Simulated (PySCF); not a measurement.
Coordinates in bohr (charge 0 multiplicity 2):
```
Si    0.0000    0.0000    0.9362
O     0.0000    0.0000   -1.9239
H     0.0000    0.0000    4.5438
```

Method: UPBE0 in PySCF with Si def2-TZVP, O def2-TZVP, H def2-TZVP; no relativity; density-fitted integrals.

This geometry of HSiO is a stationary point at this level.

What is the point group?

C∞v.

Is it a minimum?

No: it has 2 imaginary modes (one degenerate set), at 766i cm⁻¹ (π).

Which band is strongest in the infrared?

1237 cm⁻¹ (σ+), 56 km/mol.

Give the atomic charges and bond orders.


```csv
atom,Mulliken,Löwdin,polar tensor,spin (Mulliken),Mayer order to Si1
Si1,0.40,0.25,0.29,0.35,–
O2,-0.35,-0.20,-0.35,-0.03,2.25
H3,-0.05,-0.05,0.06,0.68,0.41
```

This need not be the most stable arrangement of these atoms. At this level a doublet minimum of Cs symmetry lies 121 kJ/mol below this structure.
